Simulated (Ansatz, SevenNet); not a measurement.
Elastic constant C13 (GPa) of solids drawn from the class of elemental solids other than molecular ones, at two levels: the machine-learned potential SevenNet-0 (trained on PBE and PBE+U data), and PBE (PAW; Ansatz, a first-principles code).

| solid | SevenNet-0 | PBE | shift (%) |
|---|---|---|---|
| hcp Ti | 91.1 | 75.3 | -17.3 |
| hcp Zn | 38.0 | 43.0 | +13.2 |
| hcp Hf | 96.9 | 66.8 | -31 |
| hcp Os | 353 | 215 | -39 |
| hcp Re | 333 | 217 | -35 |
| hcp Mg | 31.2 | 19.9 | -36 |

The shifts run from -39 % to +13.2 %, with a median of -33 %.

Over all 6 rows PBE is the larger in 1.

Ansatz's runs of these crystals have no spin polarisation.

Spin–orbit coupling is left out, also for the solids with elements from indium on (hcp Hf, hcp Os, hcp Re); its size isn't shown.

Each level is taken at its own relaxed cell. Ansatz's density-functional and Hartree–Fock values are scalar-relativistic unless marked +SOC, with PAW data made under PBE.
